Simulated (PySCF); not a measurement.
# Dipole moment and polarisability of `C/N=C/C#N`

Compound: C₃H₄N₂.
Structure used (GFN2-xTB), in Å, numbered top down from 1:
```
atom  x, y, z in Å
C1    -1.402    0.335   -0.257
N2    -0.101    0.511    0.281
C3     0.809   -0.329    0.056
C4     2.110   -0.161    0.593
N5     3.176   -0.073    1.003
H6    -1.637    1.217   -0.856
H7    -2.106    0.315    0.577
H8    -1.520   -0.571   -0.866
H9     0.684   -1.237   -0.556
```

Level: PBE0/def2-SVPD (PySCF), static field, nuclei fixed, core orbitals frozen in the response. The polarisability tensor in these axes (au):

```
x   74.31 -6.38  9.50
y   -6.38 40.05  1.99
z    9.50  1.99 37.93
```

Q: Diagonalise the tensor; give its mean and Δα, where Δα² is half the sum of the squared differences of the eigenvalues.

A: Principal values 33.53, 41.23 and 77.52 au; mean 50.76 au = 7.52 Å³ = 8.37 × 10⁻⁴⁰ C²·m²/J; Δα = 40.68 au (80 % of the mean).

Q: What is the dipole moment, and where does it point?

A: (-3.87, -1.25, -2.06) D, 4.56 D in size, pointing from the negative to the positive side. Measured along this direction, the outermost atoms are N5 at the negative end and H8 at the positive end.

Q: Orientational against electronic polarisability at 400 K (dilute gas, rigid molecules)?

A: In Gaussian units μ²/3kT = 125.30 Å³ against 7.52 Å³, a ratio of 16.66; the Debye molar polarisation (4π/3)N_A(α + μ²/3kT) is 335.1 cm³/mol, leaving out the vibrational part.

Q: Estimate the molar refractivity from the static electronic polarisability.

A: Lorentz–Lorenz: R = (4π/3)N_A α = 2.5225 cm³/(mol·Å³) × 7.52 Å³ = 19.0 cm³/mol, in the limit of long wavelengths.

Q: Refractivity n − 1 of an ideal gas of it at 500 K and 1 atm, from the electronic α?

A: N = p/kT = 1.4678 × 10¹⁹ cm⁻³, so n − 1 = 2π × N × 7.52 × 10⁻²⁴ cm³ = 694 × 10⁻⁶ at long wavelengths.

Q: In TDDFT the mean static polarisability is Σ f/ω² over all singlet excitations (ω in hartree). How much of it do the 6 lowest give? Their energies (eV) and oscillator strengths: 4.29, 0.0007; 6.20, 0.0000; 6.46, 0.3560; 7.18, 0.0109; 7.33, 0.0173; 7.58, 0.0000.

A: They add up to 6.75 au, 13.3 % of the 50.76 au; the largest single term is 6.32 au, from the state at 6.46 eV. Terms in order: 0.03, 0.00, 6.32, 0.16, 0.24, 0.00 au. Higher excitations give the rest. The strengths listed sum to 0.385.

Q: Find the Langevin capture rate constant for NH4+ (18.034 u) meeting this molecule (68.037 u), k = 2.342 × 10⁻⁹ cm³/s × √(α in Å³ / reduced mass in u).

A: The reduced mass is 14.26 u, so k = 1.70 × 10⁻⁹ cm³/s. The formula leaves out the permanent dipole, which adds to the capture rate.

Geometry: GFN2-xTB; no solvent, vibrations or thermal averaging.

These values come from a run that also computed excited states. Time: 9.7 s of wall time (grids of density and orbitals included); peak memory 0.56 GiB. Hardware: one thread of an Arm Neoverse V1, shared host.
